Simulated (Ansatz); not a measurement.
## Atomization energy of C$_{2}$H$_{3}$N, singlet, from cheap to dear

Geometry (MP2(full)/6-31G*, from the G2/97 set):

| atom | x (Å) | y (Å) | z (Å) |
| --- | --- | --- | --- |
| C | 0.0000 | 0.0000 | -1.3002 |
| C | 0.0000 | 0.0000 | 0.1606 |
| N | 0.0000 | 0.0000 | 1.3389 |
| H | 0.0000 | 1.0250 | -1.6756 |
| H | 0.8877 | -0.5125 | -1.6756 |
| H | -0.8877 | -0.5125 | -1.6756 |

Measured, as an electronic atomization energy: 615.7 kcal/mol (G2/97 heats of formation of molecule and atoms, with zero-point and thermal terms from B3LYP taken off; Curtiss et al., J. Chem. Phys. 106, 1063 (1997), Staroverov et al., J. Chem. Phys. 119, 12129 (2003)). The measured value holds scalar relativity and spin–orbit coupling, which all computed ones lack, and core correlation, which the wave-function levels lack. Atoms are taken at the same level; beside RHF, RMP2 and RCC rows they are unrestricted. The atoms' steps beyond CCSDT(Q) are taken from restricted open-shell runs, which share full CI's core. Ansatz 0.2.0; the 6-31G* set has Cartesian d functions; a miss is computed less measured; times are wall times on shared hosts and scatter by a factor of two or so.

```
    level    basis  miss (kcal/mol)  time of the run              hardware
      RHF  cc-pVDZ           -193.8                –                     –
     RMP2  cc-pVDZ            -34.6                –                     –
 RCCSD(T)  cc-pVDZ            -49.2           0.67 s          1 CPU thread
RCCSDT(Q)  cc-pVDZ            -48.3            2.1 s  H100 + 2 CPU threads
  RCCSDTQ  cc-pVDZ            -48.5          3.7 min  H100 + 2 CPU threads
      RHF  cc-pVTZ           -185.6                –                     –
     RMP2  cc-pVTZ             -3.4                –                     –
 RCCSD(T)  cc-pVTZ            -18.5            1.2 s  H100 + 2 CPU threads
RCCSDT(Q)  cc-pVTZ            -18.1             52 s  H100 + 2 CPU threads
      RHF  cc-pVQZ           -184.5                –                     –
     RMP2  cc-pVQZ              6.8                –                     –
 RCCSD(T)  cc-pVQZ             -8.7            3.2 s  H100 + 2 CPU threads
```

A dash: the level came out of a higher level's run.

A composite of the best parts (restricted reference, at this geometry, which isn't the minimum of the high levels):

```json
{"part": "Hartree–Fock limit (T, Q; exp(−5.46 √X))", "kcal/mol": "431.55"}
{"part": "CCSD(T) correlation limit (T, Q; X⁻³)", "kcal/mol": "182.04"}
{"part": "CCSDT − CCSD(T) (TZ)", "kcal/mol": "-0.84"}
{"part": "(Q) (TZ)", "kcal/mol": "1.21"}
{"part": "CCSDTQ − CCSDT(Q) (DZ)", "kcal/mol": "-0.16"}
{"part": "sum", "kcal/mol": "613.8"}
{"part": "sum less measured", "kcal/mol": "-1.9"}
```
